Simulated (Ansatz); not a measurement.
A calculation on 1T (CdI2-type) SnS₂ returned lattice constant a 3.650 Å, lattice parameter c 6.065 Å, equilibrium volume per atom 23.35 Å³/atom.

For reference: lattice constant a 3.646 Å (measured, room temperature, not corrected to a static lattice, our sources range from 3.640 to 3.650; as tabulated in Lima et al. (2018), arXiv:1803.05430); lattice parameter c 5.893 Å (measured, room temperature, not corrected to a static lattice; as tabulated in Lima et al. (2018), arXiv:1803.05430).

### Question
Which level of theory produced these numbers?
(A) rVV10 (Ansatz, a quantum-chemistry and plane-wave program)
(B) PBE0-D4 (Ansatz)
(C) PBEsol+SOC (Ansatz)
(D) PBE+SOC (Ansatz)

### Answer
C, PBEsol+SOC (Ansatz)

The others give: PBE+SOC 3.702 Å, 6.983 Å, 27.63 Å³/atom; PBE0-D4 3.628 Å, 5.817 Å, 22.10 Å³/atom; rVV10 3.742 Å, 5.836 Å, 23.59 Å³/atom.

Unless a cell is named, each level is at its own relaxed cell (PBE+SOC 27.62, PBE0-D4 22.10, PBEsol+SOC 23.33, rVV10 23.59 Å³/atom).

Caveats: for a layered or molecular solid the relaxed cell lies over 5 % above the published volume, where the minimum can be shallow (PBE+SOC); the cell comes from a level without a dispersion term, which matters for the spacing of layers, chains or molecules (PBE+SOC, PBEsol+SOC). Ansatz's density-functional and Hartree–Fock values are scalar-relativistic unless marked +SOC, with PAW data made under PBE.
